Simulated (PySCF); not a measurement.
Level of theory: delta-SCF UKS SCAN, pcX-2 on the ionised atom, pcseg-1 elsewhere, spin-free X2C (PySCF 2.14.0). Geometries: GFN2-xTB; isolated species, one conformer each. Values against the vacuum level.

Question: Rank by computed C 1s binding energy, lowest first.
A. C2 in `[NH2:1][C:2](=[O:3])[CH2:4][CH:5]=[O:6]`
B. C3 in `[H]/[N:1]=[CH:2]/[CH2:3][O:4][CH:5]=[O:6]`
C. C2 in `[CH2:1]1[CH2:2][NH:3][NH:4][CH2:5]1`
D. C1 in `[CH3:1][C:2]([CH3:3])=[N:4][NH2:5]`

Answer: D (290.42 eV), C (291.25 eV), B (292.85 eV), A (294.20 eV).

The highest is bonded to O (double bond), N and C, the lowest to C and 3 H; the range is 3.78 eV.

Question: Rank by computed N 1s binding energy, lowest first.
A. Nitrogen in `NC(=O)CC=O`
B. N1 in `[NH2:1][NH:2][CH:3]1[CH2:4][CH2:5]1`
C. Nitrogen in `[H]/N=C/COC=O`

Answer: C (405.10 eV), B (405.51 eV), A (406.12 eV).

The highest is bonded to C and 2 H, the lowest to C (double bond) and H; the range is 1.02 eV.
